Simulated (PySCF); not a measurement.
# Relaxation of triplet Si₂H₂

All numbers come from PySCF, UPBE0, basis Si def2-TZVP, H def2-TZVP (no relativity, density fitting). A (50,194) grid was used.

A start displaced from a saddle point along its imaginary mode, of C2v symmetry, held to at least that symmetry:

```xyz
4
charge 0 multiplicity 3, angstrom
Si    1.3031    0.0000   -0.0043
Si   -1.3031    0.0000   -0.0043
H     0.0000    1.0510    0.1200
H     0.0000   -1.0510    0.1200
```

What does it relax to?

It ends at C2v with Si–H 1.694 Å (×4); H–Si–H 74.4° (×2), Si–H–Si 90.7° (×2) (after a last refinement on a finer grid). A frequency run shows 1 imaginary mode, down to 122i cm⁻¹, so it is a saddle point. Other isomers or separated fragments may lie lower.

How much energy is released, and in how many steps?

7.3 kJ/mol in 8 steps.

At this level a singlet minimum of C2v symmetry lies 181 kJ/mol below this structure.

The relaxation took 12 s on 4 threads of a shared Intel Xeon Platinum 8259CL @ 2.50GHz (Skylake/Cascade Lake) host, with 86 basis functions and 9 gradients; the process peaked at 1 GiB. Launch command: `OMP_NUM_THREADS=4 python axn.py task.json out`.
